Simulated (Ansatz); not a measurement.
# AlSiH₂ (quartet): from Hartree-Fock to the top rungs, def2-TZVPP

The task here is to estimate one member of a computed series from the others.

Program: Ansatz 0.2.0, Gaussian basis. Level of theory: def2-TZVPP, core rule «outside noble gas», up to 10 orbitals frozen. These are calculated values, not measurements.

Plan: UHF; ROHF; CCSD(T) on UHF.

## The geometry

The geometry is a PBE0/def2-TZVP stationary point (not a proven minimum).

4 atoms, charge 0, spin multiplicity 4.

Atoms are counted from 1 here; the program's logs count them from 0.

Bond lengths: Si1–Al2 2.409 Å, Al2–H3 1.583 Å, Al2–H4 1.583 Å. Angles: Si1–Al2–H3 117.4°, Si1–Al2–H4 117.4°, H3–Al2–H4 125.2°.

The first run:

in.yaml reads:

```yaml
crystal:
  periodic: [false, false, false]
  atoms:
    - {symbol: Si, position_ang: [0.000000, 0.000000, 1.249328]}
    - {symbol: Al, position_ang: [0.000000, 0.000000, -1.159384]}
    - {symbol: H, position_ang: [0.000000, 1.405470, -1.888034]}
    - {symbol: H, position_ang: [0.000000, -1.405470, -1.888034]}
basis:
  gaussian: {orbitals: def2-TZVPP}
magnetization: {spin_polarized: true, initial_magnetization: 3}
hamiltonian: {xc: hf}
output: {orbitals: {seedname: orbitals}}
```

Launch:

```console
ansatz run in.yaml --threads 1 --pin off --events-out ev --progress --plain --max-ram 2816MiB --backend cpu
```

Steps of the session up to this table: UHF; ROHF; CCSD(T) on UHF.

One table of the session follows, with a row left open; its other results are not shown here.

It belongs to the step «Misses and costs». 

```
  method  from UCCSD(T) (kcal/mol)
    ROHF                   +115.91
     UHF                         ?
    UMP2                    +25.06
   UCCSD                     +4.36
UCCSD(T)                         0
```

**Question.** Estimate the row for UHF.

As computed: from UCCSD(T) (kcal/mol): +115.25. In the column «from UCCSD(T) (kcal/mol)» it lies between UMP2 (+25.06) and ROHF (+115.91).

With the free atoms at the same levels and basis (separate runs), the atomisation energy is 7.344 eV at UCCSD(T), 6.044 eV at ROHF.
